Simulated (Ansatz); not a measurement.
From input file to script: C2H6N, SMILES [CH2]NC in Ansatz 0.2.0.

```yaml
crystal:
  periodic: [false, false, false]
  atoms:
    - { symbol: C, position_ang: [-0.5959, 0.6176, -0.9924] }
    - { symbol: "N", position_ang: [-0.3394, 0.4618, 0.4171] }
    - { symbol: C, position_ang: [0.41, -0.7423, 0.6264] }
    - { symbol: H, position_ang: [-0.7435, -0.1694, -1.6719] }
    - { symbol: H, position_ang: [-0.7839, 1.6577, -1.4156] }
    - { symbol: H, position_ang: [0.1244, 1.2892, 0.8355] }
    - { symbol: H, position_ang: [-0.0655, -1.6328, 0.2984] }
    - { symbol: H, position_ang: [1.4531, -0.6765, 0.1309] }
    - { symbol: H, position_ang: [0.6291, -0.8516, 1.7545] }
basis:
  gaussian: { orbitals: "6-31G*" }
magnetization:
  spin_polarized: true
  initial_magnetization: 1.0
correlation:
  method: ccsd_t
output:
  forces: true
```

On the command line:
```console
$ ansatz run input.yaml --threads 1 --pin off --max-ram 4096MiB --backend cpu --events-out ev --progress --plain --runs-dir out
Engine: ansatz 0.2.0, aarch64-unknown-linux-gnu
Functional definition: HF
  exchange = exact_x
  correlation = 0
620 factors; integrals over basis functions are off by at most 7.3e-4 eV
mean field evaluation 1: about -3633.6088 eV, gradient 1.6e1 eV
mean field evaluation 2: about -3633.6076 eV, gradient 1.6e1 eV
mean field evaluation 4: about -3635.2509 eV, gradient 2.5e0 eV
mean field evaluation 8: about -3635.3218 eV, gradient 7.4e-2 eV
mean field evaluation 16: about -3635.0713 eV, gradient 5.2e0 eV
mean field evaluation 32: about -3635.3217 eV, gradient 2.1e-5 eV
mean field -3635.32165670 eV, -133.5956067740 hartree, gradient 1.8e-6 eV, S^2 0.763796; 1 other end points of the search recorded, 0 dependent functions left out
3 core orbitals not correlated: weight in the atoms' cores, before any rotation towards them, 1.000 or more for the frozen orbitals, at most 0.000 for the correlated occupied ones
reference -3635.32165670 eV, -133.5956067740 hartree; 10, 9 occupied and 44, 45 virtual orbitals, 620 factors
second order -11.04492682 eV of doubles, -0.00000000 eV of singles
cycle   1  -11.68893586 eV  change   -6.4e-1 eV  update   7.7e-2
cycle   2  -12.06741793 eV  change   -3.8e-1 eV  update   2.6e-2
cycle   3  -12.13887105 eV  change   -7.1e-2 eV  update   1.4e-2
cycle   4  -12.13990402 eV  change   -1.0e-3 eV  update   6.7e-3
cycle   5  -12.14095714 eV  change   -1.1e-3 eV  update   3.0e-3
cycle   6  -12.14050176 eV  change    4.6e-4 eV  update   9.2e-4
cycle   7  -12.14041497 eV  change    8.7e-5 eV  update   3.2e-4
cycle   8  -12.14044218 eV  change   -2.7e-5 eV  update   1.1e-4
cycle   9  -12.14041405 eV  change    2.8e-5 eV  update   3.8e-5
cycle  10  -12.14041648 eV  change   -2.4e-6 eV  update   1.3e-5
cycle  11  -12.14042010 eV  change   -3.6e-6 eV  update   4.9e-6
cycle  12  -12.14041872 eV  change    1.4e-6 eV  update   2.2e-6
perturbative tasks: 0 of 7280
perturbative tasks: 364 of 7280
perturbative tasks: 728 of 7280
perturbative tasks: 1092 of 7280
perturbative tasks: 1456 of 7280
perturbative tasks: 1820 of 7280
perturbative tasks: 2184 of 7280
perturbative tasks: 2548 of 7280
perturbative tasks: 2912 of 7280
perturbative tasks: 3276 of 7280
perturbative tasks: 3640 of 7280
perturbative tasks: 4004 of 7280
perturbative tasks: 4368 of 7280
perturbative tasks: 4732 of 7280
perturbative tasks: 5096 of 7280
perturbative tasks: 5460 of 7280
perturbative tasks: 5824 of 7280
perturbative tasks: 6188 of 7280
perturbative tasks: 6552 of 7280
perturbative tasks: 6916 of 7280
perturbative correction -0.32161483 eV, -0.0118191271 hartree
the calculation of the forces begins
Total energy: -3647.78369024 eV, -134.0535780599 hartree
Atom 0 at    -0.595900     0.617600    -0.992400 Å, force     0.085113     3.617235     0.882616 eV/Å
Atom 1 at    -0.339400     0.461800     0.417100 Å, force    -0.835563     0.364234    -1.885064 eV/Å
Atom 2 at     0.410000    -0.742300     0.626400 Å, force     3.588898     0.570461     2.408409 eV/Å
Atom 3 at    -0.743500    -0.169400    -1.671900 Å, force    -0.163591    -1.509271    -0.311543 eV/Å
Atom 4 at    -0.783900     1.657700    -1.415600 Å, force     0.194444    -1.327519     0.874417 eV/Å
Atom 5 at     0.124400     1.289200     0.835500 Å, force    -0.314385    -0.582905    -0.470999 eV/Å
Atom 6 at    -0.065500    -1.632800     0.298400 Å, force    -0.891354    -0.787905    -0.520478 eV/Å
Atom 7 at     1.453100    -0.676500     0.130900 Å, force    -1.244296    -0.337869     0.458888 eV/Å
Atom 8 at     0.629100    -0.851600     1.754500 Å, force    -0.419266    -0.006461    -1.436246 eV/Å
Dipole moment:     0.223439     0.017924     0.028071 e Å
```

`run_energy.py`:
```python
"""Single point of C2H6N."""

import argparse
import json

import ansatz as az
from ase import Atoms
import numpy as np

parser = argparse.ArgumentParser(description="Single point of C2H6N.")
parser.add_argument("--basis", default="6-31G*", help="basis")
parser.add_argument("--level", default="ccsd_t", help="wavefunction method")
args = parser.parse_args()


def main() -> None:
    atoms = Atoms(["C", "N", "C", "H", "H", "H", "H", "H", "H"], positions=[
        (-0.5959, 0.6176, -0.9924),
        (-0.3394, 0.4618, 0.4171),
        (0.41, -0.7423, 0.6264),
        (-0.7435, -0.1694, -1.6719),
        (-0.7839, 1.6577, -1.4156),
        (0.1244, 1.2892, 0.8355),
        (-0.0655, -1.6328, 0.2984),
        (1.4531, -0.6765, 0.1309),
        (0.6291, -0.8516, 1.7545),
    ])
    geometry = az.Crystal.molecule_from_ase(atoms)

    calculation = (
        geometry.calculation()
        .basis(gaussian=args.basis)
        .correlation(args.level)
        .spin("collinear", total=1)  # spin-polarised run
        .forces()  # eV per angstrom
    )
    result = calculation.run(threads=1)
    summary = result.report

    for key in ("converged", "free_energy_ev", "reference_energy_ev", "n_frozen", "n_occupied", "n_virtual"):
        print(f"{key:22s} {summary[key]}")

    parts = summary["correlation"]
    for name in ("random_phase", "coupled_cluster", "perturbative"):
        if name in parts:
            print(f"{name:16s} {parts[name]['energy']['hartree']:12.7f} Ha")
    if "second_order" in parts:
        pair = parts["second_order"]
        print(f"MP2 same spin {pair['same_spin']['hartree']:.7f} Ha, opposite spin {pair['opposite_spin']['hartree']:.7f} Ha")

    symbols = [site.symbol for site in geometry.cartesian_sites]
    print("forces (eV/A)")
    for symbol, f in zip(symbols, summary["forces_ev_ang"]):
        print(f"  {symbol:2s} {f[0]:9.4f} {f[1]:9.4f} {f[2]:9.4f}")

    charges = summary["charge_distribution"]
    print("dipole moment", round(4.803205 * float(np.linalg.norm(charges["dipole_moment_e_ang"])), 3), "D")
    print("Mulliken:", [(s, round(q, 3)) for s, q in zip(symbols, charges["mulliken_charges_e"])])
    with open("c2h6n.json", "w") as handle:
        json.dump({k: summary[k] for k in ("free_energy_ev", "reference_energy_ev", "n_occupied", "n_virtual")}, handle, indent=1)


if __name__ == "__main__":
    main()
```

```console
$ python run_energy.py
converged              True
free_energy_ev         -3647.783690244601
reference_energy_ev    -3635.321656695226
n_frozen               3
n_occupied             [10, 9]
n_virtual              [44, 45]
coupled_cluster    -0.4461522 Ha
perturbative       -0.0118191 Ha
MP2 same spin -0.0972855 Ha, opposite spin -0.3086081 Ha
forces (eV/A)
  C     0.0851    3.6172    0.8826
  N    -0.8356    0.3642   -1.8851
  C     3.5889    0.5705    2.4084
  H    -0.1636   -1.5093   -0.3115
  H     0.1944   -1.3275    0.8744
  H    -0.3144   -0.5829   -0.4710
  H    -0.8914   -0.7879   -0.5205
  H    -1.2443   -0.3379    0.4589
  H    -0.4193   -0.0065   -1.4362
dipole moment 1.085 D
Mulliken: [('C', -0.249), ('N', -0.539), ('C', -0.303), ('H', 0.167), ('H', 0.139), ('H', 0.335), ('H', 0.18), ('H', 0.126), ('H', 0.142)]
```

Total energies depend on the basis set; only differences at equal settings carry meaning. The geometry is a force-field or estimated start, not a minimum of this method, and the basis set is short of its limit. The species is open-shell (spin multiplicity 2). Run time: 18 s on 1 thread of Arm Neoverse V1 (shared host), peak memory 0.38 GiB.

(A comment or docstring line of the script was reworded after the run, the code is as it ran; lines on the test bed's own set-up are left out of the output.)
